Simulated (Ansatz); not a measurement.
Basis-set extrapolation for BHS (`B=S`) (PBE0-D4/def2-TZVP geometry, frozen core, Ansatz). Multiplicity 1, RHF reference.

```csv
,def2-TZVPP,def2-QZVPP
HF,-422.830223,-422.842054
MP2 correlation,-0.262341,-0.283110
CCSD(T) correlation,-0.299343,-0.318205
```

Energies in hartree. Use E(X) = E(∞) + A·exp(−7.88·√X) for Hartree–Fock and E(X) = E(∞) + B·X^(−2.97) for correlation, with X = 3 and 4.

Problem. What is the CCSD(T) energy at the basis-set limit?

Solution. HF limit: -422.842054 + (-0.011831) × 0.13774 = -422.84368. Correlation limit: -0.318205 + (-0.018862) × 0.74074 = -0.33218. Total: -423.17586 hartree, 121.5 kJ/mol below CCSD(T)/def2-TZVPP.
